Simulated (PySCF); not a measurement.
The first ionisation energy along the second row

All values are computed (PySCF 2.14, energy differences of UHF-based or UKS calculations, no spin-orbit coupling). Values in eV. The last column holds reference values (NIST; (s) semi-empirical, (t) theoretical, else measured). Unmarked ones compare directly (S terms, centres of terms, or small fine structure); those marked * lie between the lowest fine-structure levels and include a spin-orbit shift.

```
                          element               configurations     UHF  SCS-MP2 (valence)     LDA     PBE    PBE0  r2SCAN  reference
Li (dyall-av3z, non-relativistic)               [He] 2s1 → 1s2   5.343                n/a   5.473   5.589   5.571   5.392      5.392
Be (dyall-av3z, non-relativistic)          [He] 2s2 → [He] 2s1   8.043              8.996   9.026   8.997   8.971   8.792      9.323
 B (dyall-av3z, non-relativistic)      [He] 2s2 2p1 → [He] 2s2   8.042              8.232   8.647   8.673   8.647   8.769      8.297
 C (dyall-av3z, non-relativistic)  [He] 2s2 2p2 → [He] 2s2 2p1  10.801             11.122  11.694  11.542  11.515  11.675     11.262
 N (dyall-av3z, non-relativistic)  [He] 2s2 2p3 → [He] 2s2 2p2  13.897             14.327  15.010  14.733  14.704  14.816     14.545
 O (dyall-av3z, non-relativistic)  [He] 2s2 2p4 → [He] 2s2 2p3  12.020             13.442  14.002  14.058  13.844  13.713     13.608
 F (dyall-av3z, non-relativistic)  [He] 2s2 2p5 → [He] 2s2 2p4  15.652             17.293  17.959  17.656  17.445  17.541     17.427
Ne (dyall-av3z, non-relativistic)          [Ne] → [He] 2s2 2p5  19.662             21.496  22.189  21.661  21.451  21.489     21.597
```

```tsv
method	elements	mean error (eV)	mean absolute error (eV)	largest error (eV)
UHF	8	-0.999	0.999	-1.935
SCS-MP2 (valence)	7	-0.165	0.165	-0.327
LDA	8	0.319	0.393	0.592
PBE	8	0.182	0.264	0.449
PBE0	8	0.087	0.211	-0.352
r2SCAN	8	0.092	0.252	-0.531
```

Errors include the incompleteness of the basis and the frozen core.

"Valence" correlates the outer s and p shells and, in groups 3 to 12 and the f block, the outer d or f shell, open or full, or the next shell where the ion has no valence electron left; the wider scheme adds the next inner shell.
